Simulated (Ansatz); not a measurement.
# C2H5NO: vertical ionisation energy

How much energy removes an electron from C2H5NO at fixed geometry? The cation is run at each level and the neutral's energy taken from earlier runs.

Method: unrestricted cation, the program's frozen cores in correlated methods; program: Ansatz 0.2.0, Gaussian basis.

Plan: UKS PBE-D4/def2-TZVPP; UKS r2SCAN-D4/def2-TZVPP; UKS PBE0-D4/def2-TZVPP; UKS B3LYP-D4/def2-TZVPP; UKS wB97X-V/def2-TZVPP; UKS wB97M-V/def2-TZVPP; UKS B2PLYP/def2-TZVPP; UHF-CCSD(T)/def2-TZVPP; UHF-MP2/def2-QZVPP; extrapolation to the limit; then −ε(HOMO) from the neutral's earlier runs with LDA (SPW92), PBE-D4, revPBE-D4, BLYP-D4, r2SCAN-D4, B97M-V, PBE0-D4, B3LYP-D4, r2SCANh-D4, r2SCAN0-D4, HSE06-D4, BHLYP-D4, CAM-B3LYP-D4, LC-ωPBE, ωB97X-V, ωB97M-V.

### 1 The relaxed structure

All runs share one geometry, relaxed beforehand with PBE0-D4 in a triple-zeta def2 set.

SMILES `CC(N)=O`, 9 atoms, charge 0, spin multiplicity 1.

Atoms are counted from 1 here; the program's logs count them from 0.

Bond lengths: C1–C2 1.509 Å, C1–H5 1.091 Å, C1–H6 1.091 Å, C1–H7 1.090 Å, C2–N3 1.357 Å, C2–O4 1.212 Å, N3–H8 1.002 Å, N3–H9 1.005 Å. Angles: C2–C1–H5 108.4°, C2–C1–H6 113.9°, C2–C1–H7 108.5°, H5–C1–H6 109.0°, H5–C1–H7 107.5°, H6–C1–H7 109.4°, C1–C2–N3 115.7°, C1–C2–O4 122.1°, N3–C2–O4 122.2°, C2–N3–H8 122.4°, C2–N3–H9 118.3°, H8–N3–H9 119.3°.

Coordinates:

```
C    -0.5056    0.8013   -0.5473
C     0.4633   -0.3203   -0.2637
N     0.3775   -0.8727    0.9731
O     1.2612   -0.7070   -1.0901
H    -1.1787    0.4812   -1.3445
H    -1.0969    1.1036    0.3179
H     0.0567    1.6584   -0.9185
H    -0.2840   -0.5580    1.6569
H     0.9950   -1.6330    1.1993
```

### 2 Cation, UKS PBE-D4/def2-TZVPP

Input file in.yaml:

```yaml
crystal:
  periodic: [false, false, false]
  atoms:
    - {symbol: C, position_ang: [-0.505560, 0.801284, -0.547307]}
    - {symbol: C, position_ang: [0.463337, -0.320312, -0.263731]}
    - {symbol: N, position_ang: [0.377470, -0.872695, 0.973105]}
    - {symbol: O, position_ang: [1.261172, -0.706954, -1.090127]}
    - {symbol: H, position_ang: [-1.178703, 0.481224, -1.344537]}
    - {symbol: H, position_ang: [-1.096878, 1.103615, 0.317917]}
    - {symbol: H, position_ang: [0.056718, 1.658409, -0.918469]}
    - {symbol: H, position_ang: [-0.284031, -0.557979, 1.656862]}
    - {symbol: H, position_ang: [0.994974, -1.632990, 1.199288]}
basis:
  gaussian: {orbitals: def2-TZVPP}
total_charge: 1
magnetization: {spin_polarized: true, initial_magnetization: 1}
hamiltonian: {xc: pbe, dispersion: d4}
```

Started as:

```bash
$ ansatz run in.yaml --threads 4 --pin off --events-out ev --progress --plain --max-ram 10444MiB
```

Further steps of the session: Cation, UKS r2SCAN-D4/def2-TZVPP; Cation, UKS PBE0-D4/def2-TZVPP; Cation, UKS B3LYP-D4/def2-TZVPP; Cation, UKS wB97X-V/def2-TZVPP; Cation, UKS wB97M-V/def2-TZVPP; Cation, UKS B2PLYP (frozen core)/def2-TZVPP; Cation, UHF-CCSD(T)/def2-TZVPP; Cation, UHF-MP2/def2-QZVPP.

Before running them: what should the planned runs give, taken together? Wanted: ionisation energy, CCSD(T)/CBS; nearest functional by difference; nearest −ε(HOMO); −ε(HOMO) of PBE; T1 of the cation.

The runs gave:

```
                        quantity               value
  ionisation energy, CCSD(T)/CBS            10.04 eV
nearest functional by difference   B2PLYP (-0.20 eV)
                nearest −ε(HOMO)  LC-ωPBE (+0.08 eV)
                 −ε(HOMO) of PBE             5.65 eV
                T1 of the cation               0.022
```

Energy differences with functionals land within 0.42 eV of the reference. −ε(HOMO) of PBE misses by 4.4 eV, since self-interaction lifts the level. Among orbital estimates LC-ωPBE comes nearest. Hartree-Fock falls 1.73 eV short, as the neutral has more correlation energy than the cation.
